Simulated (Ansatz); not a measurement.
# CH2N: the cost of one run

Method: the levels named in each step, in Ansatz 0.2.0.

### Step 1. The structure to begin with

Bond lengths: C1–N2 1.133 Å, C1–H3 1.075 Å, N2–H4 1.016 Å. Angles: C1–N2–H4 180.0°, N2–C1–H3 180.0°.

Structure file:

```xyz
4

C     0.0000    0.0000   -0.5518
N     0.0000    0.0000    0.5813
H     0.0000    0.0000   -1.6263
H     0.0000    0.0000    1.5968
```

### Step 2. A rough first relaxation, PBE-D4/def2-SVP

This run stands in another session on the same molecule. It ended at:

```xyz
4

C     0.0000    0.0000   -0.5568
N     0.0000    0.0000    0.5927
H     0.0000    0.0000   -1.6599
H     0.0000    0.0000    1.6240
```

### Step 3. Relaxation, PBE0-D4/def2-TZVPP

This run stands in another session on the same molecule. It ended at:

```xyz
4

C     0.0000    0.0000   -0.5472
N     0.0000    0.0000    0.5814
H     0.0000    0.0000   -1.6297
H     0.0000    0.0000    1.5956
```

### Step 4. Frequencies, PBE0-D4/def2-TZVPP

Contents of input.yaml:

```yaml
crystal:
  periodic: [false, false, false]
  atoms:
    - { symbol: C, position_ang: [0.0, 0.0, -0.54721465] }
    - { symbol: "N", position_ang: [0.0, 0.0, 0.58138601] }
    - { symbol: H, position_ang: [0.0, 0.0, -1.62973037] }
    - { symbol: H, position_ang: [0.0, 0.0, 1.59555901] }
total_charge: 1
basis:
  gaussian: { orbitals: def2-TZVPP }
hamiltonian:
  xc: pbe0
  dispersion: d4
phonons: {}
```

Run with:

```console
$ ansatz run input.yaml --threads 2 --pin off --max-ram 5120MiB --backend cpu --events-out ev --progress --plain --runs-dir out
```

Q: Estimate wall time and peak memory on 2 threads of Arm Neoverse N1, shared host.

About 16 s, with a peak of 0.11 GiB.
